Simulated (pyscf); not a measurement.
A first-order saddle from PySCF, ωB97X-D3(BJ)/def2-SVP:

```
O
Si 1 1.6664
As 1 1.7772 2 134.89
H 2 1.4874 1 106.69 3 -165.00
H 2 1.4886 4 109.45 1 120.64
H 2 1.4932 4 109.68 5 119.70
H 3 1.5645 1 89.02 2 165.15
H 3 1.8378 7 143.27 1 88.43
H 8 0.9656 3 99.89 7 -169.30
As 9 1.9212 8 137.82 3 -28.37
H 10 1.5216 9 115.39 8 73.23
H 10 1.5261 11 91.19 9 -79.06
```
Charge 0, spin multiplicity 1.

Surface: singlet, charge 0. Lowest wavenumbers (cm⁻¹): 1360i, 53, 112, 131, 159.

Name the species on either side of this saddle.

H₃Si–O–AsH₂ + AsH₃ ⇌ H₃Si–O–AsH–AsH₂ + hydrogen (H₂), a four-centre exchange read from left to right: As–H, As–H broken and As–As, H–H formed. At ωB97M-D3(BJ)/def2-TZVP it lies +62.6 kcal/mol from the left side and +64.0 kcal/mol from the right (each side as separated species at their lowest minima found). From the product side, H₃Si–O–AsH• + AsH₂• + H₂ lies, by one bond made or cut, 18.0 kcal/mol under this saddle at ωB97M-D3(BJ)/def2-TZVP. H₃Si–O–AsH₂ lies 10.7 kcal/mol over its isomer HO–SiH₂–AsH₂ (electronic energy, ωB97M-D3(BJ)/def2-TZVP). One saddle was located; it need not be the lowest between these sides. Elements up to Kr have no core potential and no relativistic terms here.
